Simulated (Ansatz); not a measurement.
# C2H2F2: the cost of one run

Program: Ansatz 0.2.0. Level of theory: the levels named in each step. These are calculated values, not measurements.

### Step 1. The starting structure

Bond lengths: C1–C2 1.312 Å, C2–F3 1.328 Å, C2–F4 1.324 Å, C1–H5 1.057 Å, C1–H6 1.088 Å. Angles: C1–C2–F3 126.0°, C1–C2–F4 124.7°, F3–C2–F4 109.3°, C2–C1–H5 121.6°, C2–C1–H6 119.2°, H5–C1–H6 119.2°.

Coordinates:

```xyz
6

C     1.4480   -0.1777   -0.1098
C     0.1495   -0.0178   -0.0114
F    -0.7527   -0.9889    0.0677
F    -0.4658    1.1539    0.0245
H     2.1043    0.6482   -0.1675
H     1.8587   -1.1849   -0.1325
```

### Step 2. A rough first relaxation, PBE-D4/def2-SVP

This run stands in another session on the same molecule. It ended at:

```xyz
6

C     1.4559   -0.1929   -0.1103
C     0.1354   -0.0154   -0.0103
F    -0.7592   -0.9914    0.0678
F    -0.4730    1.1624    0.0255
H     2.1171    0.6791   -0.1693
H     1.8659   -1.2090   -0.1323
```

### Step 3. Relaxation, B2PLYP/def2-TZVPP

Contents of input.yaml:

```yaml
crystal:
  periodic: [false, false, false]
  atoms:
    - { symbol: C, position_ang: [1.45591132, -0.19290165, -0.11032245] }
    - { symbol: C, position_ang: [0.13538813, -0.01544159, -0.01029007] }
    - { symbol: F, position_ang: [-0.75920448, -0.99141164, 0.0677545] }
    - { symbol: F, position_ang: [-0.47301265, 1.16244538, 0.02550467] }
    - { symbol: H, position_ang: [2.1170942, 0.67909334, -0.16933911] }
    - { symbol: H, position_ang: [1.86592348, -1.20898383, -0.13225754] }
basis:
  gaussian: { orbitals: def2-TZVPP }
hamiltonian:
  xc: { name: B2PLYP }
relax:
  f_tol: 0.002
  max_steps: 150
```

On the command line:

```bash
$ ansatz run input.yaml --threads 4 --pin off --max-ram 10240MiB --backend cpu --events-out ev --progress --plain --runs-dir out
```

What time and memory should one allow on 4 threads of Intel Xeon at 2.50GHz (Skylake/Cascade Lake), shared host?

About 99 s, with a peak of 0.53 GiB.
